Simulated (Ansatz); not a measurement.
Relaxation of CH$_{3}$Cl$_{2}$ (6 atoms, charge 0, multiplicity 2), to a largest force component of 0.03 eV/Å in at most 50 steps.

Computed with UKS PBE/6-31G* (Ansatz 0.2.0).

```xyz
6
Properties=species:S:1:pos:R:3:forces:R:3
H 0.420 1.481 -0.442 -0.57 -2.03 0.74
C -0.190 -0.681 0.325 -0.03 -0.09 0.08
Cl 1.052 -1.677 -0.326 0.00 0.00 0.00
Cl -1.800 -0.847 -0.258 0.01 0.00 0.00
H 0.598 2.116 -0.673 0.60 2.14 -0.78
H -0.081 -0.393 1.374 -0.01 -0.01 -0.05
```

Question: Where does it end, and by what steps?

Answer: It converged. After 3 steps the energy has fallen by 0.081 eV; H5 moved furthest, 0.33 Å.

```csv
step,energy less start (eV),largest force component (eV/Å),accepted
0,0.0000,2.143,yes
1,-0.0766,0.207,yes
2,-0.0801,0.038,yes
3,-0.0806,0.007,yes
```

```xyz
6
Properties=species:S:1:pos:R:3
H 0.492 1.736 -0.524
C -0.231 -0.825 0.367
Cl 1.010 -1.823 -0.281
Cl -1.841 -0.993 -0.212
H 0.686 2.424 -0.758
H -0.117 -0.519 1.408
```

Whether the end is a true minimum wasn't checked by a vibrational analysis.

Run time: 3.8 s on 2 threads of AMD EPYC 9R14 (Zen 4), on a shared host, peak memory 0.14 GiB.
